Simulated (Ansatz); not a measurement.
hcp Os was calculated with r²SCAN (PAW; Ansatz, an electronic-structure program).

Numerical settings: plane-wave cutoff 600 eV, 30×30×16 k mesh (along the axes of the cell as run), Fermi–Dirac smearing 0.072 eV (set by the program), no spin polarisation, scalar-relativistic PAW data made under PBE.

Cell (measured lattice):

```cif
data_Os2
_chemical_formula_sum 'Os2'
_space_group_name_H-M_alt 'P63/mmc'
_space_group_IT_number 194
_space_group_name_Hall '-P 6c 2c'
_cell_length_a 2.73420
_cell_length_b 2.73420
_cell_length_c 4.31990
_cell_angle_alpha 90.000
_cell_angle_beta 90.000
_cell_angle_gamma 120.000
loop_
_atom_site_label
_atom_site_type_symbol
_atom_site_symmetry_multiplicity
_atom_site_Wyckoff_symbol
_atom_site_fract_x
_atom_site_fract_y
_atom_site_fract_z
_atom_site_occupancy
Os1 Os 2 c 0.33333 0.66667 0.25000 1
```

### Question
Estimate the Poisson ratio, elastic constant C12, elastic constant C13, elastic constant C66, elastic constant C11, elastic constant C33 and elastic constant C44 that the calculation returns.

### Answer

* **Poisson ratio**: 0.231
* **elastic constant C12**: 242 GPa
* **elastic constant C13**: 232 GPa
* **elastic constant C66**: 277 GPa
* **elastic constant C11**: 795 GPa
* **elastic constant C33**: 890 GPa
* **elastic constant C44**: 276 GPa

Measured, for comparison: elastic constant C12 228 GPa, elastic constant C13 218 GPa, elastic constant C11 763 GPa, elastic constant C33 843 GPa, elastic constant C44 269 GPa (0 K, extrapolated to 0 K (read from the set's bulk modulus against, 405 at 300 K); as tabulated in Liu et al. (2023), arXiv:2002.00005). Computed (rounded) less measured: elastic constant C12 +6 %, elastic constant C13 +6 %, elastic constant C11 +4 %, elastic constant C33 +6 %, elastic constant C44 +3 %.

Note: the cell isn't this level's own, so it is under some stress, which shifts stiffness and frequencies.

Elastic constants are with the ions relaxed.

Spin–orbit coupling is not included.
